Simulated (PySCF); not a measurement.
# C3H8O: the cost of one run

Computed with PySCF 2.14.0, with density-fitted response routines of our own, on a single molecule, in the gas phase or a continuum. Atoms count from 0, in the outputs and in this text.

### 1 Starting geometry

12 atoms, charge 0, multiplicity 1; geometry from: GFN2-xTB. The atoms were then displaced at random by about 0.01 Å, so the start is not that level's minimum.

Bonds of the start (Å): C0–C1 1.50, C1–C2 1.51, C2–O3 1.46, C0–H4 1.07, C0–H5 1.10, C0–H6 1.10, C1–H7 1.09, C1–H8 1.10, C2–H9 1.11, C2–H10 1.10, O3–H11 0.96.

### 2 Optimising the geometry at PBE0-D3(BJ)/def2-TZVP

The job: settings as JSON, then the geometry in Å.

```
{"job": {"xc": "PBE0", "basis": "def2-TZVP", "d3": "d3bj", "grid": 2, "shake": 0.01, "kind": "geom"}, "charge": 0, "multiplicity": 1}
C     -1.503000    -0.016220     0.102500
C     -0.151530     0.092830    -0.546660
C      0.942380    -0.244450     0.443750
O      2.281060    -0.193870    -0.124870
H     -1.709950    -1.003350     0.457650
H     -1.602480     0.706350     0.932140
H     -2.286520     0.255830    -0.624780
H     -0.067430    -0.586850    -1.393700
H      0.013800     1.115270    -0.907710
H      0.900530     0.435700     1.325890
H      0.833830    -1.268940     0.823020
H      2.388990     0.679430    -0.496270
```

Run with:

```console
OMP_NUM_THREADS=2 python probes_run.py task.json out
```

This one command runs all jobs of the session in turn.

Q: Estimate the wall time and peak memory of this first job on 2 threads of Intel Xeon 6975P-C, shared host.

About 33 s, with a peak of 0.82 GiB.
